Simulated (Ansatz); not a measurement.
The reference is Mo in the bcc (W type) structure (space group Im-3m, No. 229; a = 3.161 Å).

Levels (all Ansatz, an electronic-structure program, PAW): PBE (420 eV, no spin-orbit coupling); PBEsol (420 eV, scalar-relativistic without spin-orbit coupling).

Levels that relaxed their own cell: PBE and PBEsol.

| level | lattice parameter a |
|---|---|
| PBE | 3.161 Å |
| PBEsol | 3.130 Å |

Measured: lattice parameter a 3.141 Å (static lattice; corrected from measurement; as listed in Daniel Mejia-Rodriguez, S. B. Trickey, Phys. Rev. B (2018)).

Computed minus measured — lattice parameter a: PBE +0.6 %, PBEsol -0.4 % (closest: PBEsol).

Whether these cells are dynamically stable was not tested. All final runs are without spin polarisation.
